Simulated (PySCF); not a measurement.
Compound: 1,2,5-thiadiazole, C₂H₂N₂S.
SMILES: `c1cnsn1`

The closed-shell ground state was solved at several levels (PySCF, density fitting, gas phase, non-relativistic). Isolated species at its PBE0-D3(BJ)/def2-TZVP geometry, gas phase.

```csv
level,basis functions,HOMO (eV),LUMO (eV),gap (eV),dipole (D)
wB97X-D/pcSseg-2,215,-9.80,0.09,9.89,1.57
B97-2/pcSseg-2,215,-7.77,-1.74,6.03,1.53
PBE0/pcSseg-2,215,-8.02,-1.68,6.34,1.53
```

(1) What might KT3/pcSseg-2 (215 basis functions) give for the same quantities?

(2) Over all these levels, which gives the widest orbital gap and which the narrowest?

(3) In the pcSseg-2 basis, how does the gap go with the fixed share of exact exchange?

(4) How far do the dipole and the HOMO energy spread over the levels?

## Answers

(1) HOMO -6.98 eV, LUMO -2.53 eV, gap 4.45 eV, dipole 1.45 D.

(2) wB97X-D/pcSseg-2 (range-separated hybrid) has the widest, 9.89 eV, and KT3/pcSseg-2 (GGA) the narrowest, 4.45 eV. From the narrowest to the widest the HOMO moves by -2.82 eV and the LUMO by +2.62 eV.

(3) KT3 (0 %) 4.45 eV; B97-2 (21 %) 6.03 eV; PBE0 (25 %) 6.34 eV. Each rise in the share widens the gap here.

(4) The dipole runs from 1.45 to 1.57 D (mean 1.52 D) and the HOMO from -9.80 to -6.98 eV.
